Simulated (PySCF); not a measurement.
# C4H5ClO: the cost of one run

The runs use PySCF 2.14.0, with density-fitted response routines of our own; the level of theory stands in each step. All values are computed, except where a source is named. Atoms count from 0, in the outputs and in this text.

### 1 The molecule as given

11 atoms, charge 0, multiplicity 1; geometry from: GFN2-xTB. The atoms were then displaced at random by about 0.01 Å, so the start is not that level's minimum.

Bonds of the start (Å): O0–C1 1.22, C1–Cl2 1.78, C1–C3 1.43, C3–C4 1.52, C4–C5 1.47, C5–C3 1.54, C3–H6 1.10, C4–H7 1.10, C4–H8 1.10, C5–H9 1.08, C5–H10 1.07.

### 2 Optimising the geometry at PBE0-D3(BJ)/def2-SVP

The job: settings as JSON, then the geometry in Å.

```
{"job": {"xc": "PBE0", "basis": "def2-SVP", "d3": "d3bj", "grid": 1, "shake": 0.01, "kind": "geom"}, "charge": 0, "multiplicity": 1}
O      1.982510    -1.670190     0.801410
C      1.309350    -0.864120     0.182630
Cl     1.963870    -0.186070    -1.328530
C      0.020140    -0.350540     0.513750
C     -0.411580     1.067720     0.194110
C     -1.027570    -0.028570    -0.565520
H     -0.372600    -0.789070     1.439100
H      0.341090     1.697390    -0.293140
H     -0.996540     1.592820     0.970550
H     -2.049920    -0.312830    -0.353770
H     -0.720640    -0.182370    -1.576260
```

On the command line:

```bash
> OMP_NUM_THREADS=1 python probes_run.py task.json out
```

This one command runs all jobs of the session in turn.

Q: Estimate the wall time and peak memory of this first job on 1 thread of Arm Neoverse V2, shared host.

About 48 s, with a peak of 0.48 GiB.
